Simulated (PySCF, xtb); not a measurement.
C₂H₆S, SMILES CCS.

GFN2-xTB in xtb at its own geometry gives an orbital gap of 4.56 eV and a dipole moment of 2.48 D.

Geometry optimised at ωB97X-D3(BJ)/def2-TZVP. The values are those of a single conformer.

Question: What does PBE/def2-TZVPD run with PySCF give? (Estimate from the structure and the level; the computed values follow.)

Answer: gap 4.87 eV (levels -5.57 and -0.70 eV), dipole 1.66 D.
